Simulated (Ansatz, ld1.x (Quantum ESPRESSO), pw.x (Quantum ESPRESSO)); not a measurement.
## Cd (Z = 48): one change to the RRKJ potential, in the atom and in the fcc crystal

- Element: Cd (Z = 48)
- Generator: ld1.x (Quantum ESPRESSO) 7.5
- Type: norm-conserving RRKJ (Kleinman–Bylander form)
- Functional: LDA (PW92)
- Relativity: scalar-relativistic
- Frozen core: [Kr]
- Valence charge: 12
- Reference configuration: 4d10 5s2 5p0
- Partial waves: 5p (bound, empty): rc 2.70 bohr; 4d (bound): rc 1.45 bohr; 4f channel at 0.35 Ry: rc 2.70 bohr; 5s (bound): rc 2.10 bohr
- Local potential: the s channel
- Core correction: a·sin(br)/r model core inside 1.40 bohr

Change: wave 5s (bound): rc 2.10 bohr becomes 5s (bound): rc 2.64 bohr.

Cutoffs, loose and tight: the cutoffs (Ry, on a coarse ladder) from which the occupation-weighted sum of valence levels, in a spherical-Bessel basis at the reference potential, stays within 10 and 1 mRy of its value at 400 Ry. They do not see the model core or the augmentation charge, which bear on the density cutoff. Test errors are all-electron minus pseudo excitation energies from the reference, over the configurations 4d10 5s1 5p0; 4d10 5s0 5p0; 4d9 5s0 5p0; 4d10 5s1.5 5p0; 4d8 5s0 5p0; 4d10 5s0 5p1; 4d10 5s1 5p1 (two spin-polarised tests are not counted in the largest error); variants that change the core or the reference have their own tests.

Crystal test: fcc Cd in pw.x 7.5, no spin, 13³ k-points, Fermi–Dirac smearing 0.01 Ry, cutoffs set for each file from its atomic test. The reference is all-electron LAPW (Ansatz 0.2.0) with the same functional, mesh and smearing; V0 and B0 come from Birch–Murnaghan fits to the pressures at five volumes. Errors are pseudo minus all-electron; Δ is the rms difference of the E(V) curves that follow from these fits, minima aligned, over ±6 % about the mean V0. Mesh and smearing are coarse, so the numbers serve the comparison and aren't converged zero-temperature values; the lattice is a test structure that the element need not adopt.

All-electron: a0 = 4.306 Å (V0 = 19.96 Å³/atom), B0 = 68.9 GPa.

Does the change bring the crystal closer to the all-electron result?

The mean pressure error goes from +1.45 to +0.70 GPa, so the change moves the solid closer to the all-electron pressures.

| quantity | base | changed |
| --- | --- | --- |
| outcome (atom) | generated | generated |
| cutoff, loose (atom) | 70 Ry | 70 Ry |
| cutoff, tight (atom) | 80 Ry | 80 Ry |
| bound ghosts (atom) | none | none |
| largest test error (meV) (atom) | -929 | -280 over the solved tests; 1 of 9 tests not solved or not reliable |
| cutoffs in pw.x (Ry) | 100/400 | 100/400 |
| a0 (Å) | 4.335 | 4.320 |
| a0 error (%) | +0.69 | +0.34 |
| B0 error (%) | -4.0 | -2.5 |
| Δ (meV/atom) | 6.2 | 3.0 |
| mean pressure error (GPa) | +1.45 | +0.70 |

Base: This is a poor potential for the solid. Changed file: Atomic configuration tests: 1 of 9 tests not solved or not reliable. The atomic cutoffs weigh occupied waves only.
